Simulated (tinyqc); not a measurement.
Worked calculation: CCSD on RHF in the sto-3g basis, for H2O, spin multiplicity 1. One step of it, computed by the program tinyqc.

Task: Orthogonalisation. S = U s U^T; symmetric (Loewdin) form X = U s^(-1/2) U^T, so that X^T S X = 1.

overlap S:
```
           1O 1s     1O 2s    1O 2px     1O 2py    1O 2pz     2H 1s      3H 1s
1O 1s   1.000000  0.236704  0.000000   0.000000  0.000000  0.049846   0.049846
1O 2s   0.236704  1.000000  0.000000   0.000000  0.000000  0.453091   0.453091
1O 2px  0.000000  0.000000  1.000000   0.000000  0.000000  0.000000   0.000000
1O 2py  0.000000  0.000000  0.000000   1.000000  0.000000  0.271927  -0.271927
1O 2pz  0.000000  0.000000  0.000000   0.000000  1.000000  0.267690   0.267690
2H 1s   0.049846  0.453091  0.000000   0.271927  0.267690  1.000000   0.290799
3H 1s   0.049846  0.453091  0.000000  -0.271927  0.267690  0.290799   1.000000
```

Give: eigenvalues of S; X.

Result:

eigenvalues of S: 0.3656  0.4435  0.8760  1.0000  1.1085  1.2657  1.9406

X:
```
          1O 1s    1O 2s  1O 2px   1O 2py   1O 2pz    2H 1s    3H 1s
1O 1s    1.0240  -0.1412  0.0000   0.0000  -0.0106   0.0207   0.0207
1O 2s   -0.1412   1.2167  0.0000   0.0000   0.1127  -0.2695  -0.2695
1O 2px   0.0000   0.0000  1.0000   0.0000   0.0000   0.0000   0.0000
1O 2py   0.0000   0.0000  0.0000   1.0869   0.0000  -0.2027   0.2027
1O 2pz  -0.0106   0.1127  0.0000   0.0000   1.0652  -0.1564  -0.1564
2H 1s    0.0207  -0.2695  0.0000  -0.2027  -0.1564   1.1938  -0.1098
3H 1s    0.0207  -0.2695  0.0000   0.2027  -0.1564  -0.1098   1.1938
```
